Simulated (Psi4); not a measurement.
**USCS-OMP2/DZP (fitted SCF, Cartesian functions) run of CH4FSi (SMILES [CH2][SiH2]F)**

Aim: the vertical doublet–quartet gap of CH4FSi at USCS-OMP2/DZP (fitted SCF, Cartesian functions), from 2 runs. 

Program for the calculation: Psi4 1.11.

2 further runs of the same task are left out: 2 set aside as unsound or not needed.

### 1 Starting point

CH4FSi has 7 atoms, charge 0, and is taken as a doublet. SMILES: `[CH2][SiH2]F`. The coordinates come from a PBE0-D4/def2-TZVP relaxation. This is one conformer, not always the lowest.

Bond lengths: C1–Si2 1.828 Å, Si2–F3 1.601 Å, C1–H4 1.085 Å, C1–H5 1.086 Å, Si2–H6 1.486 Å, Si2–H7 1.486 Å. Angles: C1–Si2–F3 109.0°, C1–Si2–H6 111.6°, C1–Si2–H7 111.7°, F3–Si2–H6 107.8°, F3–Si2–H7 107.6°, Si2–C1–H4 122.6°, Si2–C1–H5 122.3°, H6–Si2–H7 109.0°, H4–C1–H5 115.1°.

### 2 The energy at USCS-OMP2/DZP (fitted SCF, Cartesian functions)

job.py

```python
import psi4

psi4.set_memory(1600000000)
psi4.set_num_threads(1)
psi4.core.set_output_file('run.log', False)

mol = psi4.geometry("""
0 2
C     -0.871900     0.281100    -0.615800
Si     0.588600    -0.157300     0.392500
F      0.652600    -1.749500     0.550500
H     -1.536000    -0.466000    -1.038500
H     -1.136000     1.310700    -0.837900
H      0.509900     0.430600     1.755300
H      1.854000     0.282500    -0.251700
units angstrom
symmetry c1
""")

psi4.set_options({
    'reference': 'uhf',
    'mp2_type': 'conv',
})

e, wfn = psi4.energy("scs-omp2/DZP", molecule=mol, return_wfn=True)
print('E =', round(e, 9))
for k, v in sorted(psi4.core.scalar_variables().items()):
    print(f'{k:45s} {v:18.10f}')
```

On the command line:

```sh
$ python job.py
```

run.log:

```text
[...]
  Running in c1 symmetry.
[...]
  Nuclear repulsion =  107.849747886844682
[...]
  Multiplicity = 2
[...]
  Nalpha       = 17
  Nbeta        = 16
[...]
    Number of basis functions: 76
[...]
   @UHF iter   1:  -428.52640785634617   -9.12772e-01   4.86394e-03 ADIIS/DIIS
[...]
   @UHF iter  13:  -428.61921243206297   -6.65068e-12   8.31777e-09 DIIS
[...]
   @S^2 Observed:                7.595716627E-01
[...]
    Orbital Energies [Eh]
    ---------------------
    Alpha Occupied:
       1A    -68.817697     2A    -26.273698     3A    -11.244471
       4A     -6.161298     5A     -4.268015     6A     -4.266261
       7A     -4.265784     8A     -1.577729     9A     -0.964769
      10A     -0.757778    11A     -0.662696    12A     -0.661719
      13A     -0.631307    14A     -0.587867    15A     -0.503002
      16A     -0.500770    17A     -0.394943
    Alpha Virtual:
      18A      0.151903    19A      0.191913    20A      0.275005
      21A      0.279141    22A      0.331345    23A      0.366991
      24A      0.415042    25A      0.452242    26A      0.462194
[...]
  @UHF Final Energy:  -428.61921243206297
   => Energetics <=
    Nuclear Repulsion Energy =            107.8497478868446819
    One-Electron Energy =                -808.4199689215049602
    Two-Electron Energy =                 271.9510086025973692
    Total Energy =                       -428.6192124320629659
  UHF NO Occupations:
  HONO-2 :   15  A 1.9992758
  HONO-1 :   16  A 1.9968046
[...]
 Multipole Moments:
 ------------------------------------------------------------------------------------
     Multipole            Electronic (a.u.)      Nuclear  (a.u.)        Total (a.u.)
 ------------------------------------------------------------------------------------
 L = 1.  Multiply by 2.5417464519 to convert [e a0] to [Debye]
 Dipole X            :          1.4502987           -1.7037847           -0.2534859
 Dipole Y            :         -3.9094068            4.5750282            0.6656213
 Dipole Z            :          1.2551189           -1.4740759           -0.2189569
 Magnitude           :                                                    0.7451503
[...]
	SCS-MP2 Total Energy (a.u.)        :  -429.09284726233773
	SOS-MP2 Total Energy (a.u.)        :  -429.09562170955462
[...]
	MP2 Total Energy (a.u.)            :  -429.09153385768292
[...]
	SCS-OMP2 Total Energy (a.u.)       :  -429.09634686717391
	SOS-OMP2 Total Energy (a.u.)       :  -429.06151692504545
[...]
	OMP2 Total Energy (a.u.)           :  -429.09153385767735
[...]
```

Wall time 59 s (1 thread of Intel Xeon 6975P-C (Granite Rapids), shared host); peak memory 0.41 GiB.

### 3 The quartet, same level

input.dat

```
memory 1600 MB

molecule {
  0 4
  C
  Si 1 1.828093
  F 2 1.6013 1 108.95364
  H 1 1.085294 2 122.58859 3 -1.70039
  H 1 1.085888 4 115.10115 2 179.81486
  H 2 1.486285 3 107.75494 1 121.27551
  H 2 1.486491 6 108.99041 3 -116.52394
  symmetry c1
}

set {
  reference uhf
  mp2_type  conv
}

e_tot, wfn = energy("scs-omp2/DZP", return_wfn=True)
print_variables()
```

On the command line:

```sh
$ psi4 -i input.dat -o output.dat -n 1
```

output.dat:

```text
[...]
  Running in c1 symmetry.
[...]
  Nuclear repulsion =  107.849738465754371
[...]
  Multiplicity = 4
[...]
  Nalpha       = 18
  Nbeta        = 15
[...]
    Number of basis functions: 76
[...]
   @UHF iter   1:  -428.20261512349339   -5.88980e-01   4.90926e-03 DIIS/ADIIS
[...]
   @UHF iter  23:  -428.29041587189181   -9.37916e-12   9.09377e-09 DIIS
[...]
   @S^2 Observed:                3.787744195E+00
[...]
    Orbital Energies [Eh]
    ---------------------
    Alpha Occupied:
       1A    -68.840032     2A    -26.280448     3A    -11.237879
       4A     -6.182614     5A     -4.294214     6A     -4.291091
       7A     -4.284902     8A     -1.590827     9A     -0.956625
      10A     -0.805949    11A     -0.698218    12A     -0.692841
      13A     -0.659169    14A     -0.611915    15A     -0.579817
      16A     -0.522236    17A     -0.395853    18A     -0.133308
    Alpha Virtual:
      19A      0.166213    20A      0.210421    21A      0.234506
      22A      0.336139    23A      0.355581    24A      0.395006
      25A      0.438238    26A      0.443266    27A      0.472605
[...]
  @UHF Final Energy:  -428.29041587189181
   => Energetics <=
    Nuclear Repulsion Energy =            107.8497384657543705
    One-Electron Energy =                -807.8117577610130411
    Two-Electron Energy =                 271.6716034233668324
    Total Energy =                       -428.2904158718918097
  UHF NO Occupations:
  HONO-2 :   16  A 1.0000000
  HONO-1 :   17  A 1.0000000
[...]
 Multipole Moments:
 ------------------------------------------------------------------------------------
     Multipole            Electronic (a.u.)      Nuclear  (a.u.)        Total (a.u.)
 ------------------------------------------------------------------------------------
 L = 1.  Multiply by 2.5417464519 to convert [e a0] to [Debye]
 Dipole X            :          0.0064325            0.0031452            0.0095777
 Dipole Y            :         -3.1859705            3.9121288            0.7261583
 Dipole Z            :          3.3336171           -3.2713769            0.0622402
 Magnitude           :                                                    0.7288837
[...]
	SCS-MP2 Total Energy (a.u.)        :  -428.76157546765938
	SOS-MP2 Total Energy (a.u.)        :  -428.76132317900806
[...]
	MP2 Total Energy (a.u.)            :  -428.77233561335282
[...]
	SCS-OMP2 Total Energy (a.u.)       :  -428.77024918837003
	SOS-OMP2 Total Energy (a.u.)       :  -428.73142102871429
[...]
	OMP2 Total Energy (a.u.)           :  -428.77233561285925
[...]
```

Run time: 2.1 min. Hardware: 1 thread of Intel Xeon 6975P-C (Granite Rapids), shared host; peak memory 0.42 GiB.

### 4 Results

At USCS-OMP2/DZP (fitted SCF, Cartesian functions):

```
                                                           quantity          value
                                              doublet: total energy  -429.09635 Eh
doublet: HOMO energy (Hartree–Fock orbitals) (highest over α and β)      -10.75 eV
 doublet: LUMO energy (Hartree–Fock orbitals) (lowest over α and β)        2.05 eV
                                        doublet: correlation energy     -477.1 mEh
                         doublet: ⟨S²⟩ of the reference determinant          0.760
                                              quartet: total energy  -428.77025 Eh
quartet: HOMO energy (Hartree–Fock orbitals) (highest over α and β)       -3.63 eV
                                        quartet: correlation energy     -479.8 mEh
                         quartet: ⟨S²⟩ of the reference determinant          3.788
                   vertical energy of the quartet above the doublet       8.874 eV
```

In words: At this shape the quartet lies 8.87 eV (205 kcal/mol) above the doublet.
